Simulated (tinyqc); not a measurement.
Worked calculation: harmonic frequencies on the UHF/sto-3g surface (energies and gradients from PySCF), for CH, spin multiplicity 4. Computed by tinyqc, a small Python program that keeps every step (integrals from PySCF). Settings: charge = 0, multiplicity = 4, basis = sto-3g, delta = 0.002. Command: `OMP_NUM_THREADS=1 python tinyqc.py 20066 20067 out.jsonl` (the two numbers bound the seeds that draw the settings). One thread of a shared host (Intel(R) Xeon(R) Processor @ 2.60GHz), about 1 s of CPU time with the checks.

## One row of the Hessian: 1Cz

optimised positions (bohr):
```
           x         y         z
1C  0.000000  0.000000  0.175743
2H  0.000000  0.000000  2.210982
```

gradient at +delta (hartree/bohr):
```
             x           y            z
1C  0.00000000  0.00000000   0.00097625
2H  0.00000000  0.00000000  -0.00097625
```

gradient at -delta (hartree/bohr):
```
             x           y            z
1C  0.00000000  0.00000000  -0.00096992
2H  0.00000000  0.00000000   0.00096992
```

Displace 1Cz by +/-0.002 bohr; H(k, :) = (g(+) - g(-)) / (2 delta).

row of the Hessian (hartree/bohr^2): 1Cx 0.00000000, 1Cy 0.00000000, 1Cz 0.48654139, 2Hx 0.00000000, 2Hy 0.00000000, 2Hz -0.48654139

## Hessian by finite differences

All rows are made in the same way, and the matrix is symmetrised.

Hessian (symmetrised) (hartree/bohr^2), lower triangle:
```
             1Cx          1Cy          1Cz          2Hx          2Hy         2Hz
1Cx  -0.00000004
1Cy   0.00000000  -0.00000004
1Cz   0.00000000   0.00000000   0.48654139
2Hx   0.00000004   0.00000000   0.00000000  -0.00000004
2Hy   0.00000000   0.00000004   0.00000000   0.00000000  -0.00000004
2Hz   0.00000000   0.00000000  -0.48654139   0.00000000   0.00000000  0.48654139
```

## Normal modes

masses (u): 1C 12.000000, 2H 1.007825

Diagonalise H_ij / sqrt(m_i m_j); the 5 smallest eigenvalues belong to translations and rotations; wavenumber = sqrt(eigenvalue / 1822.888) x 219474.63; each mode has its largest component positive (the first on a tie); zero-point energy = sum of wavenumbers / 2, with 349.755 1/cm per kcal/mol.

eigenvalues of the mass-weighted Hessian (hartree/(bohr^2 u)): 0.000000  0.000000  0.000000  0.000000  0.000000  0.523309

harmonic wavenumbers of the vibrations (1/cm): 3718.6

mass-weighted modes:
```
        mode 1
1Cx   0.000000
1Cy   0.000000
1Cz  -0.278349
2Hx   0.000000
2Hy   0.000000
2Hz   0.960480
```

zero-point energy = 5.316053 kcal/mol
